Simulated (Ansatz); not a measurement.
# BSiH2 (quartet): wave-function methods side by side at distance Si1–B2 = 3.536 Å, cc-pVTZ

One table from this session's results is given with a row withheld; the runs are named, their logs left out.

Program: Ansatz 0.2.0, Gaussian basis. Level of theory: cc-pVTZ, core rule «outside noble gas», up to 6 orbitals frozen. These are calculated values, not measurements.

The runs, in order: UHF; CCSD(T) on ROHF; CCSD(T) on UHF; BCCD(T) on ROHF; CCSDT(Q) on ROHF; CCSDT(Q) on UHF; CASSCF and NEVPT2, 5 electrons in 5 orbitals; CASSCF and NEVPT2, 9 electrons in 10 orbitals.

2 further runs of the same task are left out: 2 that didn't finish. Runs told in other sessions of the task aren't counted.

### The geometry

The geometry derives from a PBE0/def2-TZVP stationary point (not a proven minimum). One bond is set to the value named and the two fragments are kept rigid.

4 atoms, charge 0, spin multiplicity 4.

Atoms are counted from 1 here; the program's logs count them from 0.

Bond lengths: Si1–H3 1.512 Å, B2–H4 1.193 Å.

The first run:

in.yaml reads:

```yaml
crystal:
  periodic: [false, false, false]
  atoms:
    - {symbol: Si, position_ang: [0.000000, -0.043771, 1.020022]}
    - {symbol: B, position_ang: [0.000000, -0.068609, -2.515891]}
    - {symbol: H, position_ang: [0.000000, 1.174361, 1.915576]}
    - {symbol: H, position_ang: [0.000000, 0.781170, -3.352693]}
basis:
  gaussian: {orbitals: cc-pVTZ}
magnetization: {spin_polarized: true, initial_magnetization: 3}
hamiltonian: {xc: hf}
output: {orbitals: {seedname: orbitals}}
```

The run is started by

```console
ansatz run in.yaml --threads 1 --pin off --events-out ev --progress --plain --max-ram 4096MiB --backend cpu
```

Steps of the session up to this table: UHF; CCSD(T) on ROHF; CCSD(T) on UHF; BCCD(T) on ROHF; CCSDT(Q) on ROHF; CCSDT(Q) on UHF; CASSCF and NEVPT2, 5 electrons in 5 orbitals; CASSCF and NEVPT2, 9 electrons in 10 orbitals.

One table of the session follows, with a row left open; its other results are not shown here.

It belongs to the step «Misses and costs». 

```
        method  from RCCSDT(Q) (kcal/mol)
          ROHF                    +118.56
           UHF                    +113.70
          RMP2                     +30.28
          UMP2                     +31.77
         RCCSD                      +6.59
         UCCSD                      +6.53
      RCCSD(T)                      +3.09
      UCCSD(T)                      +3.13
       BCCD(T)                      +3.10
        RCCSDT                      +0.78
        UCCSDT                      +0.85
     RCCSDT(Q)                          0
     UCCSDT(Q)                      +0.12
   CASSCF pair                    +107.00
   NEVPT2 pair                     +29.05
CASSCF valence                     +82.51
NEVPT2 valence                          ?
```

Q: Estimate the row for NEVPT2 valence from the others.

As computed: from RCCSDT(Q) (kcal/mol): +26.51. In the column «from RCCSDT(Q) (kcal/mol)» it lies between RCCSD (+6.59) and NEVPT2 pair (+29.05).

Caveats from the session: Restricted and unrestricted rows rest on different reference determinants; a gap between their highest levels can come from leftover correlation error, from unlike frozen cores or from another state.
